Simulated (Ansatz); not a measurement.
**A basis-limit estimate, worked out**

An elementary step of CH6ClSi, doublet (CH₅ClSi ([CH3][SiH2][Cl]) + H → CH₅Si ([CH3][SiH2]) + HCl; bonds formed: Cl1–H4; bonds broken: Cl1–Si2). “Start” is the structure reached by relaxing down from the saddle towards the reactants; PBE0-D4/def2-TZVP structures. The saddle:

```xyz
9
angstrom
Cl 1.0848 0.3679 1.8732
Si -0.2274 -0.7722 0.2342
C -0.4062 0.4096 -1.1951
H 1.9038 1.1576 2.8252
H 0.5030 -2.0124 -0.1356
H -1.5299 -1.1102 0.8646
H -0.9015 1.3272 -0.8718
H 0.5737 0.6719 -1.5986
H -1.0004 -0.0395 -1.9961
```

Ansatz 0.2.0; basis: def2-TZVPP and def2-QZVPP; cores frozen in the correlated methods; orbitals are unrestricted.

Energies in eV:

| quantity | saddle | start |
| --- | --- | --- |
| Hartree–Fock, triple zeta (X = 3) | -21490.28204 | -21491.93422 |
| Hartree–Fock, quadruple zeta (X = 4) | -21490.97412 | -21492.59224 |
| MP2 correlation, X = 3 | -13.96007 | -13.50806 |
| MP2 correlation, X = 4 | -15.07773 | -14.61898 |
| CCSD(T) correlation, X = 3 | -16.02022 | -15.34644 |

(1) Work out the barrier at the basis limit: extrapolate Hartree–Fock as E(X) = E∞ + A exp(−7.88 √X) and the MP2 correlation as E(X) = E∞ + B X^−2.97 (the exponents that Neese and Valeev fitted for def2-TZVPP and QZVPP), then add CCSD(T) − MP2 in triple zeta.

The T1 diagnostic stays at or below 0.017. ⟨S²⟩ of the unrestricted Hartree–Fock references: 0.75 to 0.80 (a pure state has 0.75). The unrestricted reference is spin-contaminated, which hurts MP2 most.

Results:

(1) Each step is linear, so take the differences first (saddle − start): Hartree–Fock 1.65218 (X = 3) and 1.61812 (X = 4); MP2 correlation -0.45201 and -0.45875; CCSD(T) correlation -0.67378.
Two points give E∞ = E(4) + w [E(4) − E(3)], with w = 1/(exp(7.88 (2 − √3)) − 1) = 0.1377 for Hartree–Fock and w = 1/((4/3)^2.97 − 1) = 0.7407 for the correlation.
Hartree–Fock: 1.61812 + 0.1377 × (-0.03406) = 1.6134 eV.
MP2 correlation: -0.45875 + 0.7407 × (-0.00674) = -0.4637 eV.
CCSD(T) − MP2: -0.67378 − (-0.45201) = -0.2218 eV.
Sum: 1.6134 + (-0.4637) + (-0.2218) = 0.9279 eV, or 21.40 kcal/mol. Plain CCSD(T) in triple zeta gives 0.9784 eV, so the larger basis shifts the result by -0.0505 eV.

Radical steps of this kind take place in plasma deposition and etching.

Labels in which every atom is bracketed show which atoms are joined, not bond orders.

For scale, one of the runs: CCSD(T)/def2-TZVPP, 199 basis functions, launched by `ansatz run in.yaml --threads 4 --pin off --events-out ev --progress --plain --max-ram 9574MiB`. Hardware: 4 CPU threads of an Arm Neoverse N1, shared host. Wall time 2.8 min; peak host memory 5.8 GiB.
